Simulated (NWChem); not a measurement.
**the pair C2H3N···CH3F: a chain of runs**

We compute the energy (singlet C3H6FN, PBE-D3(0)/STO-3G), then a single-point energy (singlet C2H3N, PBE-D3(0)/STO-3G), then the energy (singlet CH3F, PBE-D3(0)/STO-3G), then a single-point energy (singlet C2H3N, PBE-D3(0)/STO-3G), then a single-point energy (singlet CH3F, PBE-D3(0)/STO-3G) of C3H6FN and its partners. 

The results are computed with NWChem 7.3.0.

### Step 1. Starting point

C3H6FN has 11 atoms, charge 0, and is taken as a singlet. The two molecules were placed rigidly side by side, at 0.85 times their contact distance; the pair isn't optimised.

Bond lengths: C1–C2 1.202 Å, C2–N3 1.344 Å, C7–F8 1.376 Å, C1–H4 1.063 Å, N3–H5 1.009 Å, N3–H6 1.009 Å, C7–H9 1.092 Å, C7–H10 1.092 Å, C7–H11 1.092 Å. Some angles: C1–C2–N3 177.2°, C2–C1–H4 179.7°, C2–N3–H5 115.0°, C2–N3–H6 115.0°, F8–C7–H9 109.1°, F8–C7–H10 109.1°, F8–C7–H11 109.1°, H5–N3–H6 112.2°, H9–C7–H10 109.9°, H9–C7–H11 109.9°.

### Step 2. The energy at PBE-D3(0)/STO-3G (run 1)

Input file a.nw:

```
start a
title "C3H6FN energy"
memory stack 880 mb heap 220 mb global 1100 mb
charge 0

geometry units angstrom noautosym nocenter noautoz
   C    -1.175720   -0.467020   -0.699300
   C    -0.190120   -0.142320   -0.093000
   N     0.916580    0.157980    0.607300
   H    -2.047420   -0.749720   -1.237100
   H     1.721180    0.401180    0.049300
   H     0.775480    0.799880    1.372800
   C    -1.834050    3.227410    0.531150
   F    -1.931850    1.854660    0.549190
   H    -1.821530    3.570990   -0.505610
   H    -0.910530    3.526360    1.032230
   H    -2.693890    3.653620    1.052940
end

basis spherical bse
   * library STO-3G
end

dft
   xc xpbe96 cpbe96
   disp vdw 3
   grid fine
   convergence energy 1e-08
   iterations 100
   mulliken
   noprint "final vectors analysis"
end

task dft energy
```

Started as:

```bash
$ nwchem a.nw > a.out
```

Log:

```text
[...]
          Wavefunction type:  closed shell.
          No. of atoms     :    11
          No. of electrons :    40
[...]
          Charge           :     0
          Spin multiplicity:     1
[...]
          AO basis - number of functions:    31
[...]
              XC Information
              --------------
          PerdewBurkeErnzerhof Exchange Functional  1.000
            Perdew 1991 LDA Correlation Functional  1.000 local
           PerdewBurkeErnz. Correlation Functional  1.000 non-local
[...]
 d= 0,ls=0.0,diis     1   -268.3326124668 -4.26D+02  6.40D-02  6.73D-01     1.0
[...]
 d= 0,ls=0.0,diis    11   -268.4465848674 -5.27D-10  2.17D-07  1.82D-11     6.6
         Total DFT energy =     -268.446584867402
      One electron energy =     -681.801241116527
           Coulomb energy =      291.086894674147
    Exchange-Corr. energy =      -35.652985302748
 Nuclear repulsion energy =      157.923411682676
    Dispersion correction =       -0.002664804951
[...]
      Total Density - Mulliken Population Analysis
     ---------------------------------------------
    Atom       Charge   Shell Charges
 -----------   ------   -------------------------------------------------------
    1 C    6     6.17   1.99  1.10  3.08
    2 C    6     5.98   1.99  1.02  2.97
    3 N    7     7.40   1.99  1.49  3.92
    4 H    1     0.89   0.89
    5 H    1     0.78   0.78
    6 H    1     0.78   0.78
    7 C    6     6.15   1.99  1.21  2.95
    8 F    9     9.08   2.00  1.96  5.13
    9 H    1     0.92   0.92
   10 H    1     0.93   0.93
[...]
```

Wall time 7.2 s (1 thread of Intel Xeon Platinum 8275CL at 3.00GHz (Skylake/Cascade Lake), shared host); peak memory 0.12 GiB.

### Step 3. C2H3N: a single-point energy at PBE-D3(0)/STO-3G (run 2)

Input file geom.nw:

```
start geom
memory stack 880 mb heap 220 mb global 1100 mb
charge 0
geometry units angstroms noautosym nocenter noautoz
  C       -1.175720      -0.467020      -0.699300
  C       -0.190120      -0.142320      -0.093000
  N        0.916580       0.157980       0.607300
  H       -2.047420      -0.749720      -1.237100
  H        1.721180       0.401180       0.049300
  H        0.775480       0.799880       1.372800
end
basis spherical bse
  C library STO-3G
  N library STO-3G
  H library STO-3G
end
dft
  xc xpbe96 cpbe96
  disp vdw 3
  grid fine
  convergence energy 1e-08
  iterations 100
  mulliken
  noprint "final vectors analysis"
end
task dft
```

Started as:

```bash
$ nwchem geom.nw > geom.out
```

Log:

```text
[...]
          Wavefunction type:  closed shell.
          No. of atoms     :     6
          No. of electrons :    22
[...]
          Charge           :     0
          Spin multiplicity:     1
[...]
          AO basis - number of functions:    18
[...]
              XC Information
              --------------
          PerdewBurkeErnzerhof Exchange Functional  1.000
            Perdew 1991 LDA Correlation Functional  1.000 local
           PerdewBurkeErnz. Correlation Functional  1.000 non-local
[...]
 d= 0,ls=0.0,diis     1   -130.7810173547 -1.90D+02  4.95D-02  1.97D-01     0.3
[...]
 d= 0,ls=0.0,diis    10   -130.8058644489 -1.53D-10  4.97D-07  7.86D-11     1.9
         Total DFT energy =     -130.805864448871
      One electron energy =     -294.911472525366
           Coulomb energy =      123.137287846874
    Exchange-Corr. energy =      -18.714549030734
 Nuclear repulsion energy =       59.683432794805
    Dispersion correction =       -0.000563534451
[...]
      Total Density - Mulliken Population Analysis
     ---------------------------------------------
    Atom       Charge   Shell Charges
 -----------   ------   -------------------------------------------------------
    1 C    6     6.17   1.99  1.10  3.08
    2 C    6     5.98   1.99  1.02  2.97
    3 N    7     7.40   1.99  1.49  3.92
    4 H    1     0.89   0.89
    5 H    1     0.78   0.78
    6 H    1     0.78   0.78
[...]
```

Wall time 2.5 s (1 thread of Intel Xeon Platinum 8275CL at 3.00GHz (Skylake/Cascade Lake), shared host); peak memory 0.12 GiB.

### Step 4. CH3F: a single-point energy at PBE-D3(0)/STO-3G (run 3)

Input file ch3f.nw:

```
start ch3f
memory 2200 mb

geometry units bohr noautosym nocenter noautoz
   C   -3.46585220   6.09892099   1.00372803
   F   -3.65066741   3.50479945   1.03781869
   H   -3.44219283   6.74819309  -0.95546443
   H   -1.72065233   6.66385462   1.95063200
   H   -5.09071431   6.90434116   1.98976823
end

basis spherical bse
   * library STO-3G
end

dft
   xc xpbe96 cpbe96
   disp vdw 3
   grid fine
   convergence energy 1e-08
   iterations 100
   mulliken
   print low
end

task dft
```

Started as:

```bash
$ nwchem ch3f.nw > ch3f.out
```

Log:

```text
[...]
 d= 0,ls=0.0,diis     1   -137.5556168383 -1.75D+02  1.30D-01  4.59D-01     0.2
[...]
 d= 0,ls=0.0,diis     7   -137.6412980267 -1.26D-10  7.05D-08  1.01D-12     0.9
         Total DFT energy =     -137.641298026654
      One electron energy =     -265.172733872655
           Coulomb energy =      107.020415157786
    Exchange-Corr. energy =      -16.939827533519
 Nuclear repulsion energy =       37.451230549915
    Dispersion correction =       -0.000382328182
[...]
      Total Density - Mulliken Population Analysis
     ---------------------------------------------
    Atom       Charge   Shell Charges
 -----------   ------   -------------------------------------------------------
    1 C    6     6.15   1.99  1.21  2.95
    2 F    9     9.09   2.00  1.95  5.14
    3 H    1     0.92   0.92
    4 H    1     0.92   0.92
    5 H    1     0.92   0.92
[...]
```

Run time: 1.5 s. Hardware: 1 thread of Intel Xeon Platinum 8275CL at 3.00GHz (Skylake/Cascade Lake), shared host; peak memory 0.11 GiB.

### Step 5. C2H3N among ghost functions: the energy at PBE-D3(0)/STO-3G (with ghost functions) (run 4)

Input file c2h3n.nw:

```
START c2h3n
TITLE "C2H3N PBE"
memory stack 880 mb heap 220 mb global 1100 mb

GEOMETRY units au noautosym nocenter noautoz
  C     -2.22178880    -0.88253989    -1.32148548
  C     -0.35927473    -0.26894582    -0.17574453
  N      1.73208517     0.29853893     1.14763068
  H     -3.86906306    -1.41676547    -2.33778019
  H      3.25255881     0.75812033     0.09316350
  H      1.46544482     1.51155413     2.59421602
  bqC     -3.465852     6.098921     1.003728
  bqF     -3.650667     3.504799     1.037819
  bqH     -3.442193     6.748193    -0.955464
  bqH     -1.720652     6.663855     1.950632
  bqH     -5.090714     6.904341     1.989768
END

BASIS spherical bse
  C library STO-3G
  N library STO-3G
  H library STO-3G
  bqC library C STO-3G
  bqF library F STO-3G
  bqH library H STO-3G
END

DFT
  xc xpbe96 cpbe96
  disp vdw 3
  grid fine
  convergence energy 1e-08
  maxiter 100
  mulliken
  print low
END

TASK dft energy
```

Started as:

```bash
$ nwchem c2h3n.nw > c2h3n.out
```

Log:

```text
[...]
 d= 0,ls=0.0,diis     1   -130.7813776090 -1.90D+02  2.87D-02  1.97D-01     1.0
[...]
 d= 0,ls=0.0,diis    10   -130.8062199261 -1.56D-10  2.93D-07  8.14D-11     5.8
         Total DFT energy =     -130.806219926054
      One electron energy =     -294.906360883809
           Coulomb energy =      123.131119150723
    Exchange-Corr. energy =      -18.713843163796
 Nuclear repulsion energy =       59.683428505314
    Dispersion correction =       -0.000563534486
[...]
      Total Density - Mulliken Population Analysis
     ---------------------------------------------
    Atom       Charge   Shell Charges
 -----------   ------   -------------------------------------------------------
    1 C    6     6.17   1.99  1.10  3.08
    2 C    6     5.98   1.99  1.02  2.97
    3 N    7     7.40   1.99  1.49  3.92
    4 H    1     0.89   0.89
    5 H    1     0.78   0.78
    6 H    1     0.78   0.78
    7 X    0     0.00   0.00  0.00  0.00
    8 X    0     0.00   0.00  0.00  0.00
    9 X    0     0.00   0.00
   10 X    0     0.00   0.00
[...]
```

Wall time 6.6 s (1 thread of Intel Xeon Platinum 8275CL at 3.00GHz (Skylake/Cascade Lake), shared host); peak memory 0.12 GiB.

### Step 6. CH3F among ghost functions: the energy at PBE-D3(0)/STO-3G (with ghost functions) (run 5)

Input file ch3f.nw:

```
START ch3f
memory stack 880 mb heap 220 mb global 1100 mb

GEOMETRY noautosym nocenter noautoz
  C    -1.834050    3.227410    0.531150
  F    -1.931850    1.854660    0.549190
  H    -1.821530    3.570990   -0.505610
  H    -0.910530    3.526360    1.032230
  H    -2.693890    3.653620    1.052940
  bqC     -1.175720    -0.467020    -0.699300
  bqC     -0.190120    -0.142320    -0.093000
  bqN      0.916580     0.157980     0.607300
  bqH     -2.047420    -0.749720    -1.237100
  bqH      1.721180     0.401180     0.049300
  bqH      0.775480     0.799880     1.372800
END

BASIS "ao basis" spherical bse
  C library STO-3G
  F library STO-3G
  H library STO-3G
  bqC library C STO-3G
  bqN library N STO-3G
  bqH library H STO-3G
END

DFT
  xc xpbe96 cpbe96
  disp vdw 3
  grid fine
  convergence energy 1e-08
  maxiter 100
  mulliken
  noprint "final vectors analysis"
END

TASK dft energy
```

Started as:

```bash
$ nwchem ch3f.nw > ch3f.out
```

Log:

```text
[...]
          Wavefunction type:  closed shell.
          No. of atoms     :    11
          No. of electrons :    18
[...]
          Charge           :     0
          Spin multiplicity:     1
[...]
          AO basis - number of functions:    31
[...]
              XC Information
              --------------
          PerdewBurkeErnzerhof Exchange Functional  1.000
            Perdew 1991 LDA Correlation Functional  1.000 local
           PerdewBurkeErnz. Correlation Functional  1.000 non-local
[...]
 d= 0,ls=0.0,diis     1   -137.5573634348 -1.75D+02  5.42D-02  4.59D-01     0.9
[...]
 d= 0,ls=0.0,diis     7   -137.6428409616 -1.22D-10  3.36D-08  1.05D-12     3.9
         Total DFT energy =     -137.642840961586
      One electron energy =     -265.153530178370
           Coulomb energy =      106.996782548490
    Exchange-Corr. energy =      -16.936944281434
 Nuclear repulsion energy =       37.451233277724
    Dispersion correction =       -0.000382327996
[...]
      Total Density - Mulliken Population Analysis
     ---------------------------------------------
    Atom       Charge   Shell Charges
 -----------   ------   -------------------------------------------------------
    1 C    6     6.15   1.99  1.21  2.94
    2 F    9     9.09   2.00  1.95  5.14
    3 H    1     0.92   0.92
    4 H    1     0.92   0.92
    5 H    1     0.92   0.92
    6 X    0     0.00   0.00  0.00  0.00
    7 X    0     0.00   0.00  0.00  0.00
    8 X    0    -0.00  -0.00 -0.00 -0.00
    9 X    0     0.00   0.00
   10 X    0     0.00   0.00
[...]
```

It took 4.5 s on 1 thread of Intel Xeon Platinum 8275CL at 3.00GHz (Skylake/Cascade Lake), shared host; peak memory 0.12 GiB.

### Step 7. Results

| quantity | value |
| --- | --- |
| run 1, PBE-D3(0)/STO-3G: total energy | -268.44658 Eh |
| run 1, PBE-D3(0)/STO-3G: dipole moment | 2.45 D |
| run 1, PBE-D3(0)/STO-3G: dispersion energy | -7.00 kJ/mol |
| C2H3N: total energy | -130.80586 Eh |
| C2H3N: dipole moment | 1.82 D |
| C2H3N: dispersion energy | -1.48 kJ/mol |
| CH3F: total energy | -137.64130 Eh |
| CH3F: dispersion energy | -1.00 kJ/mol |
| C2H3N among ghost functions: total energy | -130.80622 Eh |
| C2H3N among ghost functions: dispersion energy | -1.48 kJ/mol |
| CH3F among ghost functions: total energy | -137.64284 Eh |
| CH3F among ghost functions: dipole moment | 0.83 D |
| CH3F among ghost functions: dispersion energy | -1.00 kJ/mol |
| interaction energy of the rigid parts C2H3N and CH3F (parts in their own basis; closest atoms 2.73 Å apart) | 0.016 eV |
| interaction energy of the rigid parts C2H3N and CH3F (parts in the whole basis, counterpoise; closest atoms 2.73 Å apart) | 0.067 eV |

The interaction energy of the rigid parts C2H3N and CH3F (parts in their own basis; closest atoms 2.73 Å apart) is 0.02 eV (1.5 kJ/mol). Without counterpoise this holds the superposition error of the basis. The interaction energy of the rigid parts C2H3N and CH3F (parts in the whole basis, counterpoise; closest atoms 2.73 Å apart) is 0.07 eV (1.6 kcal/mol): the parts repel at this shape. The basis-set superposition error is 5.0 kJ/mol. Mulliken charges (C2H3N) run from -0.40 on N3 to +0.22 on H5.
